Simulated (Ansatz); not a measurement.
Consider the atomization: `COC1(F)CO1` → 3 C• + F• + 5 H• + 2 O•.

Computed with Ansatz on PBE0-D4/def2-TZVP structures; ΔE is electronic, products minus reactants. CCSD(T)/CBS is the MP2 limit (def2-TZVPP, def2-QZVPP) plus CCSD(T) − MP2 in def2-TZVPP, frozen cores. This one scheme is used for every species, atoms too. No spin–orbit coupling; open shells (•) take unrestricted orbitals. Spin–orbit coupling would lower the free atoms: a little for C, F, O. Each species was taken in one conformer, which may not be the lowest.

`COC1(F)CO1`:

Z-matrix (Å, degrees):
```
C
O 1 1.424
H 1 1.092 2 110.9
H 1 1.093 2 110.5 3 122.1
H 1 1.088 2 106.2 3 -119.0
C 2 1.344 1 113.8 3 -64.5
C 6 1.442 2 122.0 1 -141.6
F 6 1.356 2 111.9 1 67.6
O 6 1.375 2 119.4 1 -68.0
H 7 1.085 6 119.4 2 7.1
H 7 1.085 6 119.1 2 -149.6
```

```json
{"species": "`COC1(F)CO1`", "CCSD/CBS(def2) energy (Eh)": "-367.19488"}
{"species": "C•", "CCSD/CBS(def2) energy (Eh)": "-37.78991"}
{"species": "F•", "CCSD/CBS(def2) energy (Eh)": "-99.66528"}
{"species": "H•", "CCSD/CBS(def2) energy (Eh)": "-0.50000"}
{"species": "O•", "CCSD/CBS(def2) energy (Eh)": "-75.00346"}
```

Task: Work out ΔE.

Result: ΔE = 5 × (-0.50000) + 3 × (-37.78991) + 2 × (-75.00346) + (-99.66528) − (-367.19488) = 1.65295 Eh = +1037.2 kcal/mol. CCSD(T)/CBS gives +1057.6 kcal/mol.

Largest T1 diagnostic among the species: 0.012.

From PBE to PBE0 (25 % exact exchange), in def2-TZVPP and without D4, ΔE moves by −32.4 kcal/mol: exact exchange takes away binding that semilocal exchange gives to molecules. In def2-TZVPP, CCSD(T) changes the Hartree–Fock value by +301.5 kcal/mol (the triples alone add +20.4 kcal/mol) and MP2 by +333.1 kcal/mol; breaking electron pairs costs correlation energy, which Hartree–Fock lacks.

For atomizations the MP2-based limit and the directly extrapolated one differ by several kJ/mol either way, and by 10 to 25 for some Ge, Se and Sn compounds, so smaller differences from it don't rank the levels.
